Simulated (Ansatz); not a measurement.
We consider hcp Co, described by rVV10 (Ansatz, a program for electronic structure, PAW).

Numerical settings: plane-wave cutoff 520 eV, 24×24×14 k mesh (along the axes of the cell as run), Fermi–Dirac smearing 0.05 eV, spin-polarised with parallel moments, scalar-relativistic PAW data made under PBE.

Energies at three volumes about the minimum:

| V (Å³/atom) | E − E_lowest (meV/atom) |
|---|---|
| 10.795 | 3.01 |
| 11.016 | 0.00 |
| 11.236 | 2.81 |

Problem. Fit a parabola by hand: where is the minimum, and what is the bulk modulus?

Solution. Slopes: (0.00 − 3.01)/(11.016 − 10.795) = -13.620 and (2.81 − 0.00)/(11.236 − 11.016) = 12.773 meV/Å³. Curvature E″ = 2 × (12.773 − (-13.620))/(11.236 − 10.795) = 119.696 meV/Å⁶. From the middle of the first interval, the slope vanishes at V0 = 10.9055 − (-13.620)/119.696 = 11.019 Å³/atom. B = V0 E″ = 11.019 × 119.696 meV/Å³ × 0.1602 GPa per meV/Å³ = 211 GPa. The full Birch–Murnaghan fit to all volumes gives V0 = 11.016 Å³/atom and B0 = 211 GPa.

Shape and atoms are relaxed at each volume.

Measured, for comparison: bulk modulus 193 GPa (zero-point energy and finite temperature contributions removed, our sources range from 193 to 198; as tabulated in doi:10.1021/acs.jctc.3c00612). Computed (rounded) less measured: bulk modulus +9 % (+7 % to +9 % over the range).

Note: the bulk modulus comes from volumes at which shape and atoms were relaxed.
